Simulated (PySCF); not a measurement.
Bonds broken one at a time in the series Al CH3-H. Gas-phase values, no solvent. Strings in code marks are SMILES.

Calculation: PBE-D3(BJ)/def2-TZVP // PBE0-D4/def2-TZVP (PySCF 2.14.0). 

```csv
species,dipole moment (D)
radical fragment (`[CH3]`),0.00
radical fragment (`[CH3][Al][CH3]`),___
whole molecule (`[CH3][AlH][CH3]`),0.71
radical fragment (`[CH3][AlH]`),0.72
whole molecule (`[CH3][AlH2]`),0.79
whole molecule (`[AlH3]`),0.00
```

### Question
What belongs in the gaps?

### Answer

- radical fragment (`[CH3][Al][CH3]`), dipole moment (D): 0.49
